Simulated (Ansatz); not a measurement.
Cost and result for the atomization energy of C₂H₆Si, SMILES `C[Si]C` (9 atoms, 8 bonds).

Cartesian coordinates in Å:
```
C -0.1751 0.2799 -1.3902
Si -1.2146 0.3766 0.1925
C 0.1005 -0.2573 1.4022
H 0.4667 1.1752 -1.3708
H -0.7659 0.3289 -2.3064
H 0.4981 -0.5825 -1.4291
H 1.1150 0.0867 1.1759
H -0.1327 -0.0557 2.4490
H 0.1081 -1.3518 1.2767
```

Total charge 0; spin multiplicity 1. Geometry: relaxed with PBE0-D4/def2-TZVP. Program: Ansatz. All runs use 2 threads of a server CPU on a shared host. Times are those of one run each, without the atoms' runs, and a repeat can differ threefold. Electronic energies, without spin–orbit coupling; frozen cores. CCSD(T)/CBS adds CCSD(T) − MP2 in def2-TZVPP to the MP2 limit, and its time is that of the two runs behind it. T1 = 0.012; the RHF reference is unstable towards UHF. B3LYP takes the VWN-RPA correlation (the form of Gaussian; ORCA's B3LYP/G).

CCSD(T)/CBS is a level of theory with its own doubt, some kJ/mol a heavy atom from the limit and from the frozen cores, so smaller differences don't rank the functionals.

```csv
level,functions,wall time
LDA (SPW92)/def2-TZVPP,188,1 s
CCSD(T)/def2-SVP,76,1.4 s
revPBE-D4/def2-TZVPP,188,1.7 s
BLYP-D4/def2-TZVPP,188,1.8 s
PBE-D4/def2-TZVPP (with forces),188,2.1 s
CAM-B3LYP-D4/def2-TZVPP,188,2.6 s
B3LYP-D4/def2-TZVPP (with forces),188,3.1 s
PBE-QIDH/def2-TZVPP,188,3.7 s
r2SCANh-D4/def2-TZVPP,188,3.9 s
r2SCAN-D4/def2-TZVPP (with forces),188,4.2 s
MP2/def2-QZVPP,364,17 s
CCSD(T)/def2-TZVPP,188,32 s
CCSD(T)/CBS(def2),–,48 s
```

What atomization energy does each give, and how far from CCSD(T)/CBS? (Estimate.)

The calculation gave: 
```tsv
level	atomization (kcal/mol)	difference from CCSD(T)/CBS	per bond
LDA (SPW92)/def2-TZVPP	857.0	93.1	11.6
CCSD(T)/def2-SVP	726.0	-37.9	-4.7
revPBE-D4/def2-TZVPP	758.0	-5.9	-0.7
BLYP-D4/def2-TZVPP	760.4	-3.5	-0.4
PBE-D4/def2-TZVPP (with forces)	771.8	7.9	1.0
CAM-B3LYP-D4/def2-TZVPP	766.5	2.6	0.3
B3LYP-D4/def2-TZVPP (with forces)	765.2	1.3	0.2
PBE-QIDH/def2-TZVPP	758.7	-5.2	-0.7
r2SCANh-D4/def2-TZVPP	760.6	-3.3	-0.4
r2SCAN-D4/def2-TZVPP (with forces)	763.2	-0.7	-0.1
MP2/def2-QZVPP	758.0	-5.9	-0.7
CCSD(T)/def2-TZVPP	746.8	-17.1	-2.1
CCSD(T)/CBS(def2)	763.9	0.0	0.0
```

From PBE to PBE0 (25 % exact exchange), in def2-TZVPP and without D4, the atomization energy moves by −7.0 kcal/mol: exact exchange takes away binding that semilocal exchange gives to molecules. In def2-TZVPP, CCSD(T) changes the Hartree–Fock value by +171.6 kcal/mol (the triples alone add +8.3 kcal/mol) and MP2 by +172.7 kcal/mol; breaking electron pairs costs correlation energy, which Hartree–Fock lacks. The D4 term adds +5.7 kcal/mol with B3LYP and +2.9 kcal/mol with PBE0; it sums over pairs of atoms, weighted by their polarisabilities, and B3LYP, whose exchange is more repulsive, gets the larger term.
